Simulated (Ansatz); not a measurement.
We consider Ca₂Pb (Pnma, No. 62; cell taken from a computed entry), described by PBE0 (Ansatz, an electronic-structure program, plane waves, PAW).

Run with plane-wave cutoff 460 eV, 4×4×4 k mesh, Fermi–Dirac smearing 0.01 eV, scalar-relativistic PAW data made under PBE.

Cell (relaxed with PBEsol):

Ca2Pb has the orthorhombic space group Pnma (No. 62), Pearson symbol oP12. Conventional cell: a = 7.3783 Å, b = 5.2496 Å, c = 9.5279 Å, α = β = γ = 90.00°. Ca1 on 4c is surrounded by 3 Pb at 3.143 Å and 1 Pb at 3.308 Å and 1 Pb at 4.082 Å and 6 Ca at 3.625–3.725 Å and 2 Ca at 4.070 Å. Ca2 on 4c is coordinated by 3 Pb at 3.341–3.397 Å and 2 Pb at 3.689 Å and 1 Pb at 4.237 Å and 8 Ca at 3.625–3.777 Å (no clear gap to further neighbours). Pb on 4c sees 11 Ca at 3.143–4.237 Å. (Neighbours: up to the widest gap in distance over summed covalent radii, below 1.35, at either atom.)

Problem. Predict the band gap, smallest direct gap on the k points sampled and direct gap at Γ.

Solution. 
- band gap: 0.39 eV (on the SCF k mesh)
- smallest direct gap on the k points sampled: 0.59 eV
- direct gap at Γ: 0.60 eV

Measured, for comparison: band gap 0.46 eV (temperature not stated, not corrected to a static lattice, from resistivity, a single non-optical measurement; as tabulated in Parker and Singh (2013), doi:10.1088/1468-6996/14/5/055003).

Note: cell and atoms aren't relaxed at this level (pressure 1.3 GPa); this cell isn't known to be the ambient phase, and symmetry holds it in the calculation.

Spin–orbit coupling is not included; with these elements it can move the gap by several tenths of an eV or more.

Computed values are for the static lattice.
